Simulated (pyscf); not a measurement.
HO–SiH•–F + HF → HO–SiH(F)–F + H•, an atom transfer (doublet surface; F–H broken, F–Si formed). Optimised with ωB97X-D3(BJ)/def2-SVP in PySCF. Correlated levels are frozen-core, on RHF or UHF. ΔMP2 is the change of the MP2 total energy from the triple- to the quadruple-zeta basis. Energies in eV from the separated reactants.

Small-basis levels: PySCF, no dispersion term, spherical d functions. Open shells are spin-unrestricted. 

Problem. In single points MP2/6-31G* puts the saddle at 0.66 eV and the reaction energy at -1.86 eV. Should these be trusted to within a few kcal/mol? Compare with CCSD(T)/def2-TZVPP + ΔMP2(QZVPP).

Solution. CCSD(T)/def2-TZVPP + ΔMP2(QZVPP) gives ΔE‡ = 0.78 eV and ΔE = -1.09 eV. MP2/6-31G* lies 0.12 eV under it in the barrier and 0.77 eV under it in the reaction energy, so on this step it does not hold to within 0.13 eV. CCSD(T)/def2-TZVPP + ΔMP2(QZVPP) has limits of its own. At the saddle there is also a short H–Si contact that neither side keeps. One saddle was located; it need not be the lowest between these sides. The angle at the transferred F is 54°: a side-on saddle, likely not the lowest. The CCSD(T) − MP2 part came from Ansatz, without density fitting, on the same reference.
